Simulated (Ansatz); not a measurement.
# A geometry optimisation of CH4Mg with B3LYP-D4/def2-TZVP

The starting geometry of this gas-phase singlet was optimised with GFN2-xTB; its bonds are those of `[CH3][MgH]`.

```yaml
atoms:
  - { symbol: C, position_ang: [0.1842, -0.4651, 1.1789] }
  - { symbol: Mg, position_ang: [-0.8697, 0.8255, -0.1036] }
  - { symbol: H, position_ang: [1.0251, -0.8827, 0.6152] }
  - { symbol: H, position_ang: [-1.7803, 0.8403, -1.5188] }
  - { symbol: H, position_ang: [0.5772, -0.1357, 2.1379] }
  - { symbol: H, position_ang: [-0.4969, -1.2999, 1.3816] }
```

Q: Predict what it relaxes into with B3LYP-D4/def2-TZVP.

A: It keeps its bonds, and is `[CH3][MgH]`.

The energy falls by 0.20 eV over 7 steps:

```csv
step,E − E(last) (eV)
1,0.200
2,0.082
3,0.030
4,0.004
5,0.000
6,0.000
7,0.000
```

Final geometry (Å):

```yaml
atoms:
  - { symbol: C, position_ang: [0.1876, -0.5609, 1.1560] }
  - { symbol: Mg, position_ang: [-0.9258, 0.4460, -0.2971] }
  - { symbol: H, position_ang: [1.1277, -0.9476, 0.7508] }
  - { symbol: H, position_ang: [-1.8335, 1.2665, -1.4818] }
  - { symbol: H, position_ang: [0.4439, 0.0924, 1.9956] }
  - { symbol: H, position_ang: [-0.3602, -1.4140, 1.5678] }
```

Frequencies at the end are all real (lowest 297 cm⁻¹). Run with Ansatz 0.2.0, 8.1 s on 1 thread of Arm Neoverse V2, with other jobs on the host.
